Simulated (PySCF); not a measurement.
**The S–F bond energy of SF₅**

Computed with PySCF, B3LYP, basis S def2-TZVP, F def2-TZVP (no relativity, density fitting).

Each entry is the lowest minimum that a search over a few typed start shapes (and spin states, where more than one is plausible) found, or that minimum re-optimised at the stated level; isomers with ligand–ligand bonds, or fragments after loss of a ligand pair, can lie lower.

Total energies (Eh), which compare only within these settings: F atom -99.77016.

```csv
species,2S+1,group,E (Eh),ZPE (kJ/mol)
SF₄,1,C2v,-797.72530,29.7
SF₅,2,C4v,-897.55876,38.6
```

Task: What are De and D0 for SF₅ → SF₄ + F?

Result: De = [(-797.72530) + (-99.77016) − (-897.55876)] × 2625.5 = 166 kJ/mol. The zero-point energy changes by -8.9 kJ/mol, so D0 = 157 kJ/mol.

Atoms and open shells are unrestricted, without spin–orbit or basis-set superposition corrections.
